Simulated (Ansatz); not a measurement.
**H₂Se, singlet: vertical spin and charge gaps**

Geometry (PBE0/def2-TZVP stationary point for this spin, not checked as a minimum):

```xyz
3

Se    0.0000   -0.0256    0.0000
H     0.0000    1.0009   -1.0478
H     0.0000    1.0009    1.0478
```

Basis cc-pVTZ; Ansatz 0.2.0. Correlated methods freeze the noble-gas cores and the filled d shells of p-block atoms. R marks a restricted (for open shells ROHF) determinant, U an unrestricted one. Active spaces: valence = (8e, 6o) chosen from the atoms' valence shells. No spin–orbit coupling is included, and no scalar relativity.

Gaps are energies of the second state less the first, at fixed atoms, for a selection of the levels run; each method lands on the state that its own search finds for that charge and spin.

Question: PBE gives 4.882 eV for triplet less singlet. Estimate what UCCSDT(Q) gives in cc-pVTZ.

Answer: UCCSDT(Q) in cc-pVTZ gives 5.076 eV, so against it PBE is off by -0.194 eV, of which a good part can be the reference's own basis and frozen-core error.

```tsv
level	gap (eV)	error (meV)
UHF	4.613	-463
UMP2	5.139	63
CISD	5.007	-69
UCCSD(T)	5.080	4
BCCD(T)	5.084	8
UCCSDT	5.074	-2
NEVPT2 (valence space)	5.058	-18
MRCISD (valence space)	5.095	19
wB97M-V	5.069	-7
RPA-PBE	4.919	-157
```

Removing an electron, to the doublet: 9.718 eV at UCCSDT(Q).

```json
{"level": "UHF", "gap (eV)": "8.739", "error (meV)": "-979"}
{"level": "UMP2", "gap (eV)": "9.706", "error (meV)": "-12"}
{"level": "CISD", "gap (eV)": "9.575", "error (meV)": "-143"}
{"level": "UCCSD", "gap (eV)": "9.665", "error (meV)": "-53"}
{"level": "UCCSD(T)", "gap (eV)": "9.717", "error (meV)": "-1"}
{"level": "BCCD(T)", "gap (eV)": "9.720", "error (meV)": "2"}
{"level": "UCCSDT", "gap (eV)": "9.714", "error (meV)": "-4"}
{"level": "CASSCF (valence space)", "gap (eV)": "8.785", "error (meV)": "-933"}
{"level": "NEVPT2 (valence space)", "gap (eV)": "9.473", "error (meV)": "-245"}
{"level": "MRCISD (valence space)", "gap (eV)": "9.596", "error (meV)": "-122"}
{"level": "MRCISD+Q (valence space)", "gap (eV)": "9.699", "error (meV)": "-19"}
{"level": "PBE", "gap (eV)": "9.781", "error (meV)": "63"}
{"level": "r2SCAN", "gap (eV)": "9.789", "error (meV)": "71"}
{"level": "PBE0", "gap (eV)": "9.783", "error (meV)": "65"}
{"level": "B3LYP", "gap (eV)": "9.871", "error (meV)": "153"}
{"level": "wB97M-V", "gap (eV)": "9.775", "error (meV)": "57"}
{"level": "B2PLYP", "gap (eV)": "9.757", "error (meV)": "39"}
{"level": "RPA-PBE", "gap (eV)": "9.918", "error (meV)": "200"}
```

Functionals correlate the shells that the reference freezes, so part of their error here is the reference's.

Full CI isn't at hand for all of this; UCCSDT(Q) serves as the reference, and is uncertain by the last step of the cluster series or more. The frozen core follows each run's orbitals, which can shift R against U totals by a few meV for light atoms and by up to 0.1 eV past Ca.
